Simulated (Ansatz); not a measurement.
fcc Pd, treated with PBEsol (Ansatz, an electronic-structure program, PAW).

Settings: plane-wave cutoff 520 eV, 24×24×24 k mesh, Fermi–Dirac smearing 0.05 eV, scalar-relativistic PAW data made under PBE.

Cell (relaxed at this level):

```xyz
1
Lattice="0.0000 1.9378 1.9378 1.9378 0.0000 1.9378 1.9378 1.9378 0.0000" Properties=species:S:1:pos:R:3 pbc="T T T"
Pd     0.0000     0.0000     0.0000
```

Q: Estimate the bulk modulus B0 and pressure derivative B′ of the bulk modulus that the calculation returns.

A: 
- bulk modulus B0 = 204 GPa
- pressure derivative B′ of the bulk modulus = 5.5

The run finds no gap.

Measured, for comparison: bulk modulus 195 GPa (zero-point energy and finite temperature contributions removed, our sources range from 187 to 198; as tabulated in doi:10.1021/acs.jctc.3c00612). Computed (rounded) less measured: bulk modulus +5 % (+3 % to +9 % over the range).

Computed values are for the static lattice.

The result took around 40 core-seconds (rough).
